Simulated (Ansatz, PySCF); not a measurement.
Reaction (SMILES): [CH3] (CH3) → [CH3] (CH3) as singlet, charge +1 + e-

Wanted: adiabatic ionisation energy (0 K, with zero-point energies), in eV. Conventions: UHF or UKS for open shells; non-relativistic; no dispersion term unless named; no spin-orbit coupling. Ab initio and DFT rows: single points at B3LYP-D3(BJ) geometries (Ansatz, an electronic-structure program), with unscaled harmonic terms from B3LYP/6-31G* at its own minima.

```
species                            coefficient  E at BP86/def2-SVP (PySCF), Eh  E at M06-2X/def2-TZVPD (PySCF), Eh  zero-point energy, kcal/mol
---------------------------------  -----------  ------------------------------  ----------------------------------  ---------------------------
[CH3] (CH3)                                 -1                       -39.80216                           -39.82420                        18.72
[CH3] (CH3) as singlet, charge +1           +1                       -39.43478                           -39.46658                        19.83
```

Measured values: CCCBDB table in ASE; they hold spin-orbit and core effects.  Value to compare with, the measured value: 9.84 eV. 1 Eh = 27.2114 eV and 1 eV = 23.0605 kcal/mol.

**Question.** Compute it at each level from the table, and compare with the measured value.

**Answer.** 
- BP86/def2-SVP: the sum of coefficient times E is 0.36738 Eh, or 9.997 eV; the thermal terms add 0.048. Result: 10.05 eV. Its error against the measured value is 0.21 eV.
- M06-2X/def2-TZVPD: the sum of coefficient times E is 0.35762 Eh, or 9.731 eV; the thermal terms add 0.048. Result: 9.78 eV. Its error against the measured value is -0.06 eV.
